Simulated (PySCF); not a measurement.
# Broadened absorption spectrum of C4H7N

C₄H₇N.
Numbering: `[CH2:1]=[N:2][CH:3]1[CH2:4][CH2:5]1` (hydrogens: H6, H7 on C1; H8 on C3; H9, H10 on C4; H11, H12 on C5)

Structure used (PBE0-D3(BJ)/def2-SVP), in Å, numbered top down from 1:
```
atom  x, y, z in Å
C1     2.079   -0.678    0.401
N2     0.834   -0.828    0.233
C3     0.027    0.309    0.026
C4    -1.371    0.259    0.586
C5    -1.161    0.140   -0.885
H6     2.582    0.309    0.396
H7     2.713   -1.561    0.559
H8     0.528    1.291    0.018
H9    -1.631   -0.647    1.137
H10   -1.784    1.186    0.992
H11   -1.277   -0.847   -1.337
H12   -1.423    0.982   -1.530
```

Method used: TDDFT CAM-B3LYP/def2-SVPD, vertical, gas phase, core orbitals frozen in the response (PySCF 2.14.0, density-fitted response routines).

Broadening: Gaussians 0.4 eV wide at half height, area fixed by f = 4.319×10⁻⁹ ∫ε dν̃. The width is an assumption, not a result. The curve ends short of the highest state used, and states not computed would add to its high-energy end.

(E (eV), ε (L mol⁻¹ cm⁻¹)): (4.48, 0), (4.58, 1), (4.67, 5), (4.77, 17), (4.86, 40), (4.96, 73), (5.05, 93), (5.15, 88), (5.24, 63), (5.34, 31), (5.43, 12), (5.53, 3), (5.62, 1), (5.72, 0), (5.81, 0), (5.90, 0), (6.00, 0), (6.09, 2), (6.19, 20), (6.28, 129), (6.38, 735), (6.47, 2607), (6.57, 7660), (6.66, 15026), (6.76, 22854), (6.85, 24785), (6.95, 19517), (7.04, 11722), (7.13, 5405), (7.23, 2009), (7.32, 1508), (7.42, 2380), (7.51, 3358), (7.61, 3663), (7.70, 3060), (7.80, 2240)

(1) Where are the band maxima, and which computed states make them?

(2) On this curve, what absorbance would a 10⁻³ mol/L sample give at 254 nm over a 1 cm path?

(3) Coming from long wavelengths, where does ε first pass 100 L mol⁻¹ cm⁻¹?

## Answers

(1) 244 nm (5.09 eV), ε about 95, made up of S1 (100%); 181 nm (6.83 eV), ε about 25000, made up of S2 (100%); 163 nm (7.59 eV), ε about 3700, made up of S3 (23%) and S4 (74%) (ε in L mol⁻¹ cm⁻¹; maxima over ε = 5, shares over 10%). The states used: S1 5.08 eV (f 0.0014); S2 6.83 eV (f 0.370); S3 7.57 eV (f 0.012); S4 7.58 eV (f 0.040); S5 7.70 eV (f 0.0023); S6 8.09 eV (f 0.0027); S7 8.12 eV (f 0.021); S8 8.26 eV (f 0.121); S9 8.27 eV (f 0.031); S10 8.40 eV (f 0.023).

(2) 254 nm is 4.881 eV, where ε is about 46 L mol⁻¹ cm⁻¹, so A = ε c l ≈ 0.046 (Beer–Lambert, with the gas-phase spectrum and the assumed width).

(3) At about 198 nm (6.27 eV), 1.18 eV above S1.

All these states lie below the vertical ionisation energy of 9.79 eV (ΔSCF).

One conformer stands for the species.
